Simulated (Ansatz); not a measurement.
## A ladder of methods for SiH (SMILES [SiH])

SiH: 2 atoms, total charge 0, spin state doublet. SMILES: `[SiH]`. The shape is that of a GFN2-xTB optimisation.

```xyz
2

Si    0.0000    0.0000    0.0000
H     0.0000    0.0000    1.5166
```

Each level gives the vertical electron affinity (to the singlet anion) (eV). The values are calculated.

The electron affinity is E(neutral) − E(anion): positive where the electron is bound.

| level | kind | program | value (eV) | CPU time (all runs) |
| --- | --- | --- | --- | --- |
| UHF/6-311G** | Hartree–Fock | Ansatz | -0.89 | 0.29 s |
| U-revPBE/6-311G** | GGA | Ansatz | 0.04 | 2.1 s |
| U-r2SCAN/6-311G** | meta-GGA | Ansatz | 0.04 | 5.2 s |
| U-r2SCAN0/6-311G** | hybrid meta-GGA | Ansatz | 0.01 | 4.8 s |
| UB3LYP/6-311G** | global hybrid | Ansatz | 0.11 | 2.1 s |
| U-wB97X/6-311G** | range-separated hybrid | Ansatz | 0.10 | 6.2 s |
| UMP2/6-311G** | perturbation theory | Ansatz | -0.49 | 0.38 s |
| UBCCD(T)/6-311G** | coupled cluster or CI | Ansatz | -0.35 | 0.9 s |
| UCCSDT(Q)/6-311G** | coupled cluster or CI | Ansatz | -0.21 | 3 s |
| FCI/3-21G | exact in the basis | Ansatz | -0.75 | 0.9 s |

The values span -0.89 to 0.11 eV. High-level rows in very small sets aren't better than simpler rows in larger ones. CPU times are rough (shared hosts, several kinds of processor): they show what a rung costs within a factor of a few.
